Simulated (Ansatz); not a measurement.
Name a neutral molecule of C, N, O and H with LUMO energy (PBE0/def2-TZVPP) between -0.45 and -0.15 eV and HOMO–LUMO gap (ωB97M-V/def2-TZVPP) between 9.95 and 10.25 eV (Ansatz, PBE0-D4/def2-TZVP geometry).

`N/C=C\OC=O` (-0.18 eV, 10.24 eV). Other molecules can fit too; these were computed, each in one conformer that needn't be the lowest.
